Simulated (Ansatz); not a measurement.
Basis sets over 8 cases of the dipole moment at PBE0 with Ansatz (Al to Cl present), each against its own reference: (a) the value in aug-cc-pV5Z; (b) the value in aug-pcseg-3. By their distance from other large sets or by the extrapolation step the references are unsure by up to roughly 0.007 D. B3LYP-D3(BJ)/def2-TZVP geometries; no added dispersion term; no relativity. Cartesian d functions in some cases of 6-31G**, 6-31+G*. (X+d) sets on Al to Cl for cc-pVXZ and aug-cc-pVXZ. 

Cases are drawn at random; left out are references unsure by over 0.033 D, dipoles under 0.05 D, doubtful singlets, and cases whose largest runs show a restricted determinant unstable towards unrestricted orbitals, <S^2> over 0.1 too high or, where CCSD(T) ran, T1 over 0.025 (0.045 for open shells). Sets are drawn from those converged to one state in every case.

Cases (SMILES) and reference values:
- ClF (F-Cl): 0.862 D (b)
- [Cl][Al] (Al-Cl) (closed-shell singlet): 1.676 D (b)
- S (H2S): 1.012 D (b)
- P (PH3): 0.642 D (b)
- Cl (HCl): 1.120 D (a)
- [Si-]#[O+] (O-Si): 3.162 D (b)
- ClO (OH-Cl): 1.538 D (b)
- [S+]#[C-] (C-S): 1.956 D (b)

| basis | functions over def2-SVP (largest species, mean of cases) | mean signed deviation (D) | mean absolute | largest | within 0.1 D |
|---|---|---|---|---|---|
| pcseg-0 | 0.7 | 0.396 | 0.670 | 1.092 | 0 of 8 |
| def2-SV(P) | 0.9 | 0.067 | 0.308 | 0.497 | 0 of 8 |
| pcseg-1 | 1.0 | 0.168 | 0.262 | 0.439 | 0 of 8 |
| 6-31G** | 1.1 | 0.085 | 0.312 | 0.539 | 2 of 8 |
| 6-31+G* | 1.2 | 0.228 | 0.282 | 0.501 | 1 of 8 |
| cc-pVDZ | 1.2 | 0.048 | 0.198 | 0.382 | 1 of 8 |
| def2-TZVPD | 2.5 | 0.001 | 0.007 | 0.013 | 8 of 8 |
| cc-pVQZ | 4.0 | 0.006 | 0.032 | 0.058 | 8 of 8 |
| def2-QZVP | 4.2 | 0.014 | 0.027 | 0.049 | 8 of 8 |
| aug-cc-pVQZ | 5.7 | -0.001 | 0.003 | 0.008 | 8 of 8 |

Among the sets for which every case ran a larger relative (same family, alike in diffuse functions, listed or not), the smallest listed that holds all cases within 0.1 D together with them is def2-TZVPD, at 2.5 times the functions of def2-SVP. Inside, though some case ran no larger relative to test it: cc-pVQZ, def2-QZVP, aug-cc-pVQZ. Largest deviations of relatives not listed, over the cases that ran them: def2-TZVPPD 0.015, def2-QZVPPD 0.007, aug-cc-pV5Z 0.000, cc-pV5Z 0.036 D. These figures hold for the cases listed.

Ansatz is an electronic-structure program.
